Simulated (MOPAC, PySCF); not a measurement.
AlF3, SMILES `[F][Al]([F])[F]`, neutral singlet in the gas phase. 

Z-matrix (Å, degrees):
```
Al
F 1 1.6290
F 1 1.6290 2 120.01
F 1 1.6290 2 120.00 3 -180.00
```
Charge 0, multiplicity 1.

All levels are single points at this geometry (PBE0-D4/def2-TZVP); Pople sets use spherical d functions. Orbital energies aren't observables, and empty levels follow the basis.

PM3 in MOPAC gives dipole (D) = 0.00.

**Question.** Estimate the dipole (D) from each of these levels: B3LYP-D3(BJ)/def2-TZVP in PySCF; PBE0-D4/def2-TZVP in PySCF; HF/3-21G in PySCF; HF/STO-3G in PySCF; PM7 in MOPAC.

**Answer.** 
```
level                            dipole (D)
-------------------------------  ----------
B3LYP-D3(BJ)/def2-TZVP in PySCF        0.00
PBE0-D4/def2-TZVP in PySCF             0.00
HF/3-21G in PySCF                      0.00
HF/STO-3G in PySCF                     0.00
PM7 in MOPAC                           0.00
```
